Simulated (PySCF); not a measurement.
Some computed properties have been withheld. Give your best values.

Species: CFCl3.
SMILES: `FC(Cl)(Cl)Cl`

```json
{"property": "point group of the GFN2-xTB geometry", "level": "GFN2-xTB", "value": "?"}
{"property": "rotational constants A, B, C of the GFN2-xTB geometry", "level": "GFN2-xTB", "value": "2.444, 2.444, 1.709 GHz"}
{"property": "dipole moment", "level": "B97-2/6-31G", "value": "?"}
{"property": "HOMO energy", "level": "B97-2/6-31G", "value": "?"}
{"property": "LUMO energy", "level": "B97-2/6-31G", "value": "?"}
{"property": "13C chemical shifts (computed TMS as zero) by class", "level": "GIAO B97-2/6-31G", "value": "?"}
{"property": "isotropic shieldings of nuclei other than C and H, by class", "level": "GIAO B97-2/6-31G", "value": "?"}
```

Gas-phase values; electronic properties from PySCF, density fitting. Geometry: GFN2-xTB; no solvent, vibrations or thermal averaging. The shieldings hold no spin–orbit term; for a carbon that bears several chlorines this term is known to matter.

Q: Give the HOMO energy.

A: -9.14 eV.

Q: The isotropic shieldings of nuclei other than C and H, by class?

A: 171 (1 F), 401 (3 Cl) ppm.

Q: Give the point group of the GFN2-xTB geometry.

A: C3v.

Q: What is the LUMO energy?

A: -1.56 eV.

Q: The 13C chemical shifts (computed TMS as zero) by class?

A: 145.7 (1 C) ppm.

Q: What is the dipole moment?

A: 0.45 D.

With B = h/(8π²I), that is 505.379 GHz u Å² over I, the principal moments of inertia are 206.7, 206.8 and 295.7 u Å² (most abundant isotopes). The dipole matches unit charges of opposite sign 0.09 Å apart (1 e·Å = 4.8032 D). The rotational constants are those of an oblate symmetric top. A dipole of 0.45 D is allowed in C3v, and pure rotational transitions are dipole-allowed.
